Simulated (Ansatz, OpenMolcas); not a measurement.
How methods differ on CF+ (SMILES [C+]F)

The species is CF+ (2 atoms), meant as a singlet with charge +1. SMILES: `[C+]F`. The coordinates come from a PBE0-D4/def2-TZVP relaxation.

```xyz
2

C     0.4923   -0.1608    0.2532
F    -0.4923    0.1608   -0.2532
```

Each level gives the HOMO–LUMO gap (eV). The values are calculated.

```json
{"level": "HF/aug-cc-pVTZ", "kind": "Hartree–Fock", "program": "OpenMolcas", "value (eV)": "19.06", "CPU time": "11 s"}
{"level": "SVWN5/aug-cc-pVTZ", "kind": "LDA", "program": "OpenMolcas", "value (eV)": "5.93", "CPU time": "18 s"}
{"level": "BLYP/aug-cc-pVTZ", "kind": "GGA", "program": "Ansatz", "value (eV)": "6.22", "CPU time": "1.9 s"}
{"level": "r2SCAN/aug-cc-pVTZ", "kind": "meta-GGA", "program": "OpenMolcas", "value (eV)": "7.00", "CPU time": "25 s"}
{"level": "BHLYP/aug-cc-pVTZ", "kind": "global hybrid", "program": "OpenMolcas", "value (eV)": "12.70", "CPU time": "21 s"}
{"level": "M06-2X/aug-cc-pVTZ", "kind": "hybrid meta-GGA", "program": "OpenMolcas", "value (eV)": "12.46", "CPU time": "26 s"}
{"level": "wB97X/aug-cc-pVTZ", "kind": "range-separated hybrid", "program": "Ansatz", "value (eV)": "14.83", "CPU time": "5.3 s"}
{"level": "B2PLYP/aug-cc-pVTZ", "kind": "double hybrid", "program": "OpenMolcas", "value (eV)": "13.09", "CPU time": "18 s"}
```

The values span 5.93 to 19.06 eV. Orbital gaps aren't excitation energies, and those of double hybrids come from the SCF part alone; they tend to grow with the share of exact exchange. Times are those of the runs behind each value, whatever else they computed, on shared processors of several kinds: orders of magnitude only.
